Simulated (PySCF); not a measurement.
Ionisation energies (eV) were calculated with PySCF 2.14 by MP2 (valence), LDA, PBE, in another order, as differences of total energies without spin-orbit coupling. The measured values are between term centres (NIST).

```
                               species  measured       A       B       C
    He (aug-cc-pVQZ-DK, spin-free X2C)    24.587  24.468  24.421  24.304
    C⁺ (aug-cc-pVQZ, non-relativistic)    24.378  24.853  24.416  24.770
    Cr (aug-cc-pVQZ-DK, spin-free X2C)     6.767   7.394   6.526   7.592
    As (aug-cc-pVQZ-DK, spin-free X2C)    10.008   9.875   9.927  10.019
   I⁺ (aug-cc-pVQZ-DK3, spin-free X2C)    18.750  18.726  18.411  19.045
    I (aug-cc-pVQZ-DK3, spin-free X2C)    10.519  10.512  10.393  10.805
 W (aug-cc-pVQZ-PP with ECP60MDF, ECP)     7.825   7.483   7.277   7.907
Re (aug-cc-pVQZ-PP with ECP60MDF, ECP)     7.834   7.550   7.417   8.047
```

Q: Which column is which method?

A: A is PBE (mean error 0.02 eV); B is MP2 (valence) (mean error -0.23 eV); C is LDA (mean error 0.23 eV). PBE, with gradient corrections, lies close to experiment on average, with errors of both signs. Valence MP2 in a finite basis recovers only part of the missing correlation, so it stays below experiment on average. LDA overbinds the outer electron and comes out highest.
